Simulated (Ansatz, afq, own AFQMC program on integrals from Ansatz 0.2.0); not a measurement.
Where AFQMC and coupled cluster stand for CHAlB, quartet

```xyz
4

Al    0.0000    0.0147    0.9202
C     0.0000    0.5635   -0.8743
B     0.0000   -0.8119   -1.1938
H     0.0000    1.5999   -1.4108
```

Connectivity, by distances: Al–CH–B, closed to a ring.

Basis cc-pVDZ. Only valence electrons are correlated. Ansatz 0.2.0 and our own AFQMC program on the same integrals; the CISD trial comes from CCSD amplitudes, and released means the phaseless constraint is let go. ± is one standard error of the sampling.

Determinant: UHF, the one that the program's search chose, which needn't be the lowest solution. The geometry is a point of a scan.

No full CI on the walks' own integrals is used here; CCSDT(Q) serves as the reference and is uncertain by about the last step of the cluster series.

Cautions: lower spins were not checked; unrestricted determinant slightly spin contaminated (⟨S²⟩ 3.83 against 3.75); the ph-AFQMC/CISD walk drifts between its halves (2.0 errors).

The T1 diagnostic is 0.0346, the weight of the determinant in the CISD state is 0.843 and the ⟨S²⟩ of the determinant is 3.829. The size of the correlated space is 11 electrons in 44 orbitals.

Reference: CCSDT(Q), correlation energy -7.132 eV. The released energy is read at 2.40 1/Eh (meV from the phaseless value at times in 1/Eh: -10 ± 25 at 0.24, -28 ± 25 at 0.51, -22 ± 19 at 0.99, -6 ± 18 at 1.62, -15 ± 29 at 2.40).

```json
{"level": "HF", "E − E(reference) (meV)": "7132.0", "share of correlation (%)": "0.00"}
{"level": "MP2", "E − E(reference) (meV)": "1088.8", "share of correlation (%)": "84.73"}
{"level": "CCSD", "E − E(reference) (meV)": "450.0", "share of correlation (%)": "93.69"}
{"level": "CCSD(T)", "E − E(reference) (meV)": "79.0", "share of correlation (%)": "98.89"}
{"level": "CCSDT", "E − E(reference) (meV)": "37.2", "share of correlation (%)": "99.48"}
{"level": "ph-AFQMC/CISD", "E − E(reference) (meV)": "34.5 ± 27.4", "share of correlation (%)": "99.52"}
{"level": "released AFQMC", "E − E(reference) (meV)": "19.5 ± 28.7", "share of correlation (%)": "99.73"}
```

A walk keeps the symmetry of its determinant, which the program's search chose and which needn't be the lowest solution, so a lower state of the same spin and another symmetry isn't excluded. Released energies are given only where the last usable release times agree within the noise; a slower fall can still hide under it.
